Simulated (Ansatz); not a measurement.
# Worked example: vertical ionisation energy of HNO3 (nitric acid)

HNO3: 5 atoms, total charge 0, spin state singlet. SMILES: `O=[N+]([O-])O`. The shape is that of a PBE0-D4/def2-TZVP optimisation. This is one conformer, not always the lowest.

Both states at this one shape; open shells run unrestricted unless said. 1 Eh = 27.2114 eV.

```tsv
level	program	singlet HNO3 (Eh)	doublet [HNO3]+ (Eh)
PBE-QIDH/def2-SVPD, 4 core orbitals frozen	Ansatz	-280.293801	-279.810005
RPA@PBE/def2-SVPD, 4 core orbitals frozen	Ansatz	-280.310991	-279.865136
```

Q: Work out the vertical ionisation energy at each level.

A: 
1. PBE-QIDH/def2-SVPD: -279.810005 − (-280.293801) = 0.483796 Eh = 13.16 eV.
2. RPA@PBE/def2-SVPD: -279.865136 − (-280.310991) = 0.445855 Eh = 12.13 eV.

No measured value is set beside it here; the levels span 12.13 to 13.16 eV. The reference of the second state is spin-contaminated at PBE-QIDH/def2-SVPD (⟨S²⟩ = 0.98).
